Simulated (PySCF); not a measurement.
# Working out the electron affinity of P

P⁻ [Ne] 3s2 3p4 (3P) → P [Ne] 3s2 3p3 (4S). Calculation: PySCF 2.14, in x2c-TZVPPall with one added diffuse shell each of s, p, d type (6s6p4d1f, 51 functions); scalar relativity by spin-free X2C-1e. Frozen: 1s2. Energies in hartree (1 hartree = 27.21139 eV):

```tsv
part	P⁻ (lower)	P (upper)
UHF	-341.513610	-341.526346
MP2 opposite-spin	-0.195478	-0.171808
MP2 same-spin	-0.074943	-0.071522
```

Problem. What does Hartree-Fock give?

Solution. (-341.526346) − (-341.513610) = -0.012736 hartree = -0.347 eV.

Problem. What do MP2 and SCS-MP2 (6/5 opposite-spin, 1/3 same-spin) give?

Solution. The opposite-spin parts differ by 0.644 eV and the same-spin parts by 0.093 eV. MP2: -0.347 + (0.644) + (0.093) = 0.390 eV. SCS-MP2: -0.347 + 1.2 × (0.644) + (0.093)/3 = 0.457 eV.

A first-order spin-orbit estimate adds 0.012 eV to MP2 (valence and next inner shell), giving 0.402 eV against 0.747 eV (measured; photodetachment measurements, as compiled on the Wikipedia data page of electron affinities).

What remains against the reference includes basis incompleteness, the frozen core and correlation beyond second order.
